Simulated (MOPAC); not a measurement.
MOPAC input (PM6):

```
PM6 PRECISE GNORM=0.05 LET XYZ CHARGE=-1 GEO-OK AUX(PRECISION=9) THREADS=1
C3H2N

C    -0.08701136 1   -1.63727742 1    0.02176407 1
C     0.65262971 1   -0.51621581 1    0.00122514 1
C     0.01484235 1    0.73074242 1   -0.00951478 1
H    -1.18730815 1   -1.67235484 1    0.03133492 1
H     0.38144000 1   -2.62489794 1    0.03057446 1
N    -0.38241372 1    1.83339395 1   -0.02039371 1
```

Output:

```
 *******************************************************************************
 **                                                                           **
 **                              MOPAC v23.2.5                                **
 **                                                                           **
 *******************************************************************************
 ** MOPAC's Digital Object Identifier: https://doi.org/10.5281/zenodo.6511958 **
 **                                                                           **
 ** Please cite the open-source release paper for use of this MOPAC version:  **
 ** J. E. Moussa and J. J. P. Stewart (2026)                                  **
 ** MOPAC: An open-source semiempirical molecular orbital program             **
 ** J. Open Source Softw., 11(119), 8025, https://doi.org/10.21105/joss.08025 **
 *******************************************************************************

                              PM6 CALCULATION RESULTS

 *******************************************************************************
 *  PM6        - The PM6 Hamiltonian to be used
 *  GEO-OK     - OVERRIDE INTERATOMIC DISTANCE AND OTHER SAFETY CHECKS
 *
 *
 *
 *                 CHARGE ON SYSTEM = -1
 *
 *
 *
 *  LET        - OVERRIDE SOME SAFETY CHECKS
 *  PRECISE    - TIGHTER CRITERIA TO BE USED
 *  XYZ        - CARTESIAN COORDINATE SYSTEM TO BE USED
 *  GNORM      - EXIT WHEN GRADIENT NORM DROPS BELOW 0.050
 *  AUX        - OUTPUT AUXILIARY INFORMATION
 *******************************************************************************
PM6 PRECISE GNORM=0.05 LET XYZ CHARGE=-1 GEO-OK AUX(PRECISION=9) THREADS=1
 C3H2N

   ATOM   CHEMICAL          X               Y               Z
  NUMBER   SYMBOL      (ANGSTROMS)     (ANGSTROMS)     (ANGSTROMS)

     1       C         -0.08701136  *  -1.63727742  *   0.02176407  *
     2       C          0.65262971  *  -0.51621581  *   0.00122514  *
     3       C          0.01484235  *   0.73074242  *  -0.00951478  *
     4       H         -1.18730815  *  -1.67235484  *   0.03133492  *
     5       H          0.38144000  *  -2.62489794  *   0.03057446  *
     6       N         -0.38241372  *   1.83339395  *  -0.02039371  *

          CARTESIAN COORDINATES

    NO.       ATOM           X           Y           Z

     1         C         -0.0870     -1.6373      0.0218
     2         C          0.6526     -0.5162      0.0012
     3         C          0.0148      0.7307     -0.0095
     4         H         -1.1873     -1.6724      0.0313
     5         H          0.3814     -2.6249      0.0306
     6         N         -0.3824      1.8334     -0.0204

 General Reference for PM6:
 "Optimization of Parameters for Semiempirical Methods V: Modification of NDDO Approximations
 and Application to 70 Elements", J. J. P. Stewart, J. Mol. Mod., 13, 1173-1213 (2007)
 URL: https://link.springer.com/article/10.1007/s00894-007-0233-4

           Empirical Formula: C3 H2 N  =     6 atoms

      MOLECULAR POINT GROUP   :   Cs

      RHF CALCULATION, NO. OF DOUBLY OCCUPIED LEVELS = 10

          Geometry optimization using EF

          DIAGONAL MATRIX USED AS START HESSIAN

 CYCLE:     1  GRAD.:    55.097 HEAT:  52.55505
 CYCLE:     2  GRAD.:   534.525 HEAT:  90.12401
 CYCLE:     3  GRAD.:   456.792 HEAT:  80.82576
 CYCLE:     4  GRAD.:   846.158 HEAT:  101.1433
 CYCLE:     5  GRAD.:   375.854 HEAT:  67.45421
 CYCLE:     6  GRAD.:   230.515 HEAT:  69.10928
 CYCLE:     7  GRAD.:   365.332 HEAT:  60.02064
 CYCLE:     8  GRAD.:   420.089 HEAT:  69.40755
 CYCLE:     9  GRAD.:   160.779 HEAT:  58.93383
 CYCLE:    10  GRAD.:   126.302 HEAT:  58.02638
 CYCLE:    11  GRAD.:    45.923 HEAT:  49.93475
 CYCLE:    12  GRAD.:   110.872 HEAT:  52.00694
 CYCLE:    13  GRAD.:    22.855 HEAT:  49.17212
 CYCLE:    14  GRAD.:    30.715 HEAT:  48.88823
 CYCLE:    15  GRAD.:    31.237 HEAT:  48.59522
 CYCLE:    16  GRAD.:    57.125 HEAT:  48.08512
 CYCLE:    17  GRAD.:    24.716 HEAT:  47.83108
 CYCLE:    18  GRAD.:    19.807 HEAT:  47.73152
 CYCLE:    19  GRAD.:    22.674 HEAT:  47.64806
 CYCLE:    20  GRAD.:     7.508 HEAT:  47.62262
 CYCLE:    21  GRAD.:     2.581 HEAT:  47.61336
 CYCLE:    22  GRAD.:     1.086 HEAT:  47.61100
 CYCLE:    23  GRAD.:     0.347 HEAT:  47.61021
 CYCLE:    24  GRAD.:     0.303 HEAT:  47.61016
 CYCLE:    25  GRAD.:     0.070 HEAT:  47.61015
 CYCLE:    26  GRAD.:     0.013 HEAT:  47.61015

     GRADIENT =  0.01262 IS LESS THAN CUTOFF =  0.05000

 -------------------------------------------------------------------------------
 PM6 PRECISE GNORM=0.05 LET XYZ CHARGE=-1 GEO-OK AUX(PRECISION=9) THREADS=1
 C3H2N

     GEOMETRY OPTIMISED USING EIGENVECTOR FOLLOWING (EF).
     SCF FIELD WAS ACHIEVED

                              PM6 CALCULATION
                                                       MOPAC v23.2.5 Linux

          FINAL HEAT OF FORMATION =         47.61015 KCAL/MOL =     199.20088 KJ/MOL

          COSMO AREA              =         96.03 SQUARE ANGSTROMS
          COSMO VOLUME            =         77.09 CUBIC ANGSTROMS

          GRADIENT NORM           =          0.01262          =       0.00515 PER ATOM
          IONIZATION POTENTIAL    =          2.322826 EV
          HOMO LUMO ENERGIES (EV) =         -2.323  5.898
          NO. OF FILLED LEVELS    =         10
          MOLECULAR WEIGHT        =         52.0555         POINT GROUP:  Cs

          MOLECULAR DIMENSIONS (Angstroms)

            Atom       Atom       Distance
            N     6    H     5     4.61741
            C     2    H     4     1.64777
            H     5    C     3     0.00000

          SCF CALCULATIONS        =         27

   ATOM   CHEMICAL          X               Y               Z
  NUMBER   SYMBOL      (ANGSTROMS)     (ANGSTROMS)     (ANGSTROMS)

     1       C         -0.03527688  *  -1.77114425  *   0.02305576  *
     2       C          0.30403265  *  -0.49369349  *   0.00382509  *
     3       C         -0.02973530  *   0.80197105  *  -0.01006075  *
     4       H         -1.05410553  *  -2.12814962  *   0.03608888  *
     5       H          0.70189475  *  -2.55619843  *   0.02703536  *
     6       N         -0.18792618  *   1.97438074  *  -0.02381777  *

                             CARTESIAN COORDINATES

   1    C       -0.035276879    -1.771144255     0.023055762
   2    C        0.304032646    -0.493693491     0.003825088
   3    C       -0.029735303     0.801971046    -0.010060746
   4    H       -1.054105526    -2.128149618     0.036088876
   5    H        0.701894749    -2.556198432     0.027035364
   6    N       -0.187926175     1.974380741    -0.023817767

           Empirical Formula: C3 H2 N  =     6 atoms

      MOLECULAR POINT GROUP   :   Cs

                  EIGENVALUES
 -25.16336 -20.48285 -16.60576 -10.75400  -9.62604  -7.97207  -7.74013  -7.01285
  -4.59584  -2.32283   5.89804   7.69657   8.51604  10.53637  11.07242  11.21692
  12.01183  12.40542

              NET ATOMIC CHARGES AND DIPOLE CONTRIBUTIONS

  ATOM NO.   TYPE          CHARGE      No. of ELECS.   s-Pop       p-Pop
    1          C          -0.280186        4.2802     1.08848     3.19170
    2          C          -0.520948        4.5209     1.13602     3.38493
    3          C           0.238924        3.7611     1.10125     2.65983
    4          H           0.069868        0.9301     0.93013
    5          H           0.091380        0.9086     0.90862
    6          N          -0.599038        5.5990     1.83158     3.76746
 DIPOLE           X         Y         Z       TOTAL
 POINT-CHG.    -0.263    -2.483     0.034     2.497
 HYBRID        -0.676    -0.610     0.013     0.911
 SUM           -0.939    -3.093     0.048     3.233

          ATOMIC ORBITAL ELECTRON POPULATIONS

     Atom    s        px        py        pz
    1  C   1.08848   1.05300   1.02121   1.11749
    2  C   1.13602   1.57851   0.93785   0.86857
    3  C   1.10125   0.85670   0.92515   0.87797
    4  H   0.93013
    5  H   0.90862
    6  N   1.83158   1.41292   1.21848   1.13606

 **********************
 *                    *
 * JOB ENDED NORMALLY *
 *                    *
 **********************

 == MOPAC DONE ==
```

The dipole moment of an ion depends on the origin.
